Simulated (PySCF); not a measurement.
Input of a response calculation (the driver script's job line, then coordinates in Å):

```
{"job": {"kind": "uv", "xc": "B3LYP", "basis": "def2-SVPD", "nstates": 8, "ntriplets": 3}, "charge": 0, "multiplicity": 1}
C     -0.149482    -0.002704    -0.008136
Cl     1.626574     0.035508     0.047322
H     -0.520556    -0.061108     1.010290
H     -0.494469     0.906928    -0.489617
H     -0.453446    -0.875772    -0.577045
```

The program printed, after the SCF cycles:

```
converged SCF energy = -499.9599018774

Static polarisability (au): isotropic 29.224, principal 26.092 26.093 35.486

Singlet excitations
state   eV       nm        f      main configurations
  1   7.1585    173.2   0.00365   H->L 0.95
  2   7.1586    173.2   0.00365   H-1->L 0.95
  3   7.8536    157.9   0.01956   H->L+1 0.96
  4   7.8537    157.9   0.01957   H-1->L+1 0.96
  5   9.0259    137.4   0.00270   H->L+2 0.35, H-1->L+3 0.35, H->L+3 0.15
  6   9.0260    137.4   0.00270   H->L+3 0.35, H-1->L+2 0.35, H->L+2 0.15
  7   9.0717    136.7   0.00000   H-1->L+3 0.50, H->L+2 0.49
  8   9.1919    134.9   0.12804   H-1->L+2 0.49, H->L+3 0.49

Triplet excitations (Tamm-Dancoff, eV): 6.5335 6.5336 7.6675
```

Computed, not measured: TDDFT B3LYP/def2-SVPD, vertical, gas phase, core orbitals frozen in the response (PySCF). Geometry: GFN2-xTB; no solvent, vibrations or thermal averaging.

(1) What share of the summed oscillator strength falls to the strongest level in this window?

(2) How much of the mean polarisability do the listed states account for?

(3) How many basis functions and electrons does this run hold?

(4) What is the gap between the lowest singlet and the lowest triplet?

(5) Give the mean polarisability in Å³.

(6) Write the structure that the coordinates describe.

Results:

(1) State 8 at 135 nm: 0.1280 of 0.1799, or 71%.

(2) The sum over states Σ f/ΔE² (ΔE in hartree) gives 1.75 au, 6% of the total; the rest comes from higher roots of the same response equations.

(3) 71 basis functions for 26 electrons in 13 doubly occupied orbitals.

(4) 7.1585 − 6.5335 = 0.6250 eV (full response against Tamm–Dancoff).

(5) 29.22 au × 0.148185 = 4.33 Å³.

(6) chloromethane, `CCl` (CH3Cl), point group C3v.

H and L stand for HOMO and LUMO.
